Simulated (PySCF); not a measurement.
Atomic charges against the basis set

PF3.
Numbering: `[F:1][P:2]([F:3])[F:4]`

PBE0 throughout (PySCF), one geometry, spherical d and f functions. Geometry: PBE0-D3(BJ)/def2-SVP; no solvent, vibrations or thermal averaging. Atoms taken as equivalent share a column and are averaged.

Mulliken charges (e):

```csv
basis,functions,F1/F3/F4,P2
STO-3G,24,-0.237,+0.711
6-31G,40,-0.410,+1.230
6-31G*,60,-0.365,+1.095
def2-SVP,60,-0.328,+0.985
"6-311+G(2d,p)",116,-0.287,+0.861
def2-TZVP,130,-0.240,+0.719
```

IAO charges (e):

```json
{"basis": "STO-3G", "functions": "24", "F1/F3/F4": "-0.309", "P2": "+0.928"}
{"basis": "6-31G", "functions": "40", "F1/F3/F4": "-0.427", "P2": "+1.280"}
{"basis": "6-31G*", "functions": "60", "F1/F3/F4": "-0.465", "P2": "+1.396"}
{"basis": "def2-SVP", "functions": "60", "F1/F3/F4": "-0.463", "P2": "+1.389"}
{"basis": "6-311+G(2d,p)", "functions": "116", "F1/F3/F4": "-0.478", "P2": "+1.433"}
{"basis": "def2-TZVP", "functions": "130", "F1/F3/F4": "-0.483", "P2": "+1.449"}
```

Hirshfeld charges (e):

```tsv
basis	functions	F1/F3/F4	P2
STO-3G	24	-0.146	+0.439
6-31G	40	-0.169	+0.508
6-31G*	60	-0.142	+0.425
def2-SVP	60	-0.147	+0.441
6-311+G(2d,p)	116	-0.153	+0.459
def2-TZVP	130	-0.145	+0.434
```

ESP-fitted charges (e):

```json
{"basis": "STO-3G", "functions": "24", "F1/F3/F4": "-0.066", "P2": "+0.198"}
{"basis": "6-31G", "functions": "40", "F1/F3/F4": "-0.174", "P2": "+0.521"}
{"basis": "6-31G*", "functions": "60", "F1/F3/F4": "-0.103", "P2": "+0.310"}
{"basis": "def2-SVP", "functions": "60", "F1/F3/F4": "-0.115", "P2": "+0.345"}
{"basis": "6-311+G(2d,p)", "functions": "116", "F1/F3/F4": "-0.114", "P2": "+0.342"}
{"basis": "def2-TZVP", "functions": "130", "F1/F3/F4": "-0.105", "P2": "+0.315"}
```

Which scheme is steadiest as the basis changes?

Largest range over the bases for any column: Hirshfeld 0.08 e, ESP-fitted 0.32 e, Mulliken 0.52 e, IAO 0.52 e. Hirshfeld charges move least and IAO and Mulliken charges most, counted in e. Without the minimal STO-3G basis the ranges are Hirshfeld 0.08, ESP-fitted 0.21, Mulliken 0.51, IAO 0.17 e.

How much do the charges still move between the two largest bases, 6-311+G(2d,p) and def2-TZVP?

At most, over all atoms: Mulliken 0.142 e, IAO 0.016 e, Hirshfeld 0.025 e, ESP-fitted 0.027 e.

What do the same runs give for the total energy, the frontier levels and the dipole moment?

```tsv
basis	energy (Eh)	HOMO (eV)	LUMO (eV)	μ (D)
STO-3G	-632.2962	-3.98	6.59	0.74
6-31G	-640.3734	-9.72	-0.47	1.96
6-31G*	-640.5277	-9.06	0.12	1.16
def2-SVP	-640.2079	-9.24	0.06	1.30
6-311+G(2d,p)	-640.6771	-9.54	-0.72	1.29
def2-TZVP	-640.7268	-9.36	-0.40	1.19
```

The dipole is fixed by the density alone, so its range of 1.22 D shows that the density itself changes with the basis, not only its division among atoms.
